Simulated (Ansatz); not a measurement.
**1T (CdI2-type) CdI2**

These are PBE-D3(BJ) in Ansatz (plane waves, PAW) values and carry that method's errors.

Settings: plane-wave cutoff 520 eV, 12×12×6 k mesh (along the axes of the cell as run), perturbation theory, scalar-relativistic PAW data made under PBE.

Cell (relaxed at this level):

```xyz
3
Lattice="4.2423 0.0000 0.0000 -2.1212 3.6740 0.0000 0.0000 0.0000 6.8250" Properties=species:S:1:pos:R:3 pbc="T T T"
Cd     0.0000     0.0000     0.0000
I      0.0000     2.4493     1.7299
I      2.1212     1.2247     5.0951
```

- electronic dielectric constant ε∞ (mean over three axes) = 5.47
- dielectric constant ε0 (ions relaxed) (mean over three axes) = 11.0

Note: the dispersion coefficients are held fixed in the derivatives.

Spin–orbit coupling is not included.

Ansatz is a quantum-chemistry and plane-wave program.
